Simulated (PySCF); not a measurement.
**Multinuclear NMR of dimethyl carbonate**

Bonds (- single, = double, # triple, : aromatic): C1-O2 1.422 Å, O2-C3 1.333 Å, C3=O4 1.198 Å, C3-O5 1.333 Å, O5-C6 1.422 Å. C1 carries H7, H8, H9; C6 carries H10, H11, H12.

Calculated, not measured (PySCF 2.14): GFN2-xTB structure, PBE0/pcSseg-1 with gauge-including orbitals, couplings computed with B3LYP/pcJ-1 (without the spin–dipole term). A single conformation, gas phase, non-relativistic Hamiltonian, one averaged value for each set of equivalent atoms.

**Question.** Predict the 17O NMR data.

**Answer.** 
| atoms | environment | σ (ppm) | δ (ppm) |
| --- | --- | --- | --- |
| O4 | ester carbonyl oxygen | 24.7 | 244.2 |
| O2/O5 | ester alkoxy oxygen | 192.4 | 91.4 |

Shieldings were converted by a linear fit to measured shifts: 17O (scatter 10.7 ppm rms, 12.2 ppm with the 3 outliers that the fit left out vs liquid water, solution or neat liquid). Occasional misses reach two or three times the rms, and more in compound classes unlike the fitted ones. Couplings are scaled by factors fitted to measured values: 2J(H,H) × 0.95 (rms 1.3 Hz); all others are unscaled and can be 10–30 % off.

Couplings (the largest are listed; each averaged over equivalent pairs; quadrupolar broadening usually hides them): 1J(C3,O4) = 27.7 Hz, 1J(C1,O2) = 19.6 Hz, 1J(O2,C3) = 19.0 Hz, 2J(O2,H7) = -6.5 Hz, 3J(C1,O5) = -1.9 Hz, 3J(C1,O4) = -1.8 Hz.

On a 600 MHz spectrometer 17O resonates near 81.3 MHz, so 1 ppm is 81.3 Hz.
